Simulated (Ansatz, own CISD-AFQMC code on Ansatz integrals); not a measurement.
C3H6, SMILES `C1CC1` (charge 0, multiplicity 1).

Cartesian coordinates (Å):
```xyz
9

C      0.8543     0.0375     0.1253
C     -0.4794     0.7153     0.0740
C     -0.3749    -0.7528    -0.1992
H      1.3128    -0.1103     1.0951
H      1.5570     0.2364    -0.6742
H     -0.9274     1.0281     1.0088
H     -0.6832     1.3747    -0.7604
H     -0.5075    -1.0911    -1.2193
H     -0.7518    -1.4377     0.5500
```
Charge 0, multiplicity 1.

Frozen-core energies in cc-pVDZ from Ansatz (a program for electronic structure) at a geometry from PBE0-D3(BJ)/def2-TZVP; the HF reference has <S^2> = 0.00 and the T1 diagnostic is 0.006.

```tsv
level	energy (Ha)	difference from CCSDT(Q) (mHa)
HF	-117.06728	476.98
MP2	-117.49031	53.95
CCSD	-117.52898	15.28
CCSD(T)	-117.54280	1.46
CCSDT	-117.54341	0.85
phaseless AFQMC, CISD trial (own CISD-AFQMC code on Ansatz integrals; ±0.39 mHa)	-117.54357	0.69
CCSDT(Q)	-117.54426	0.00
```
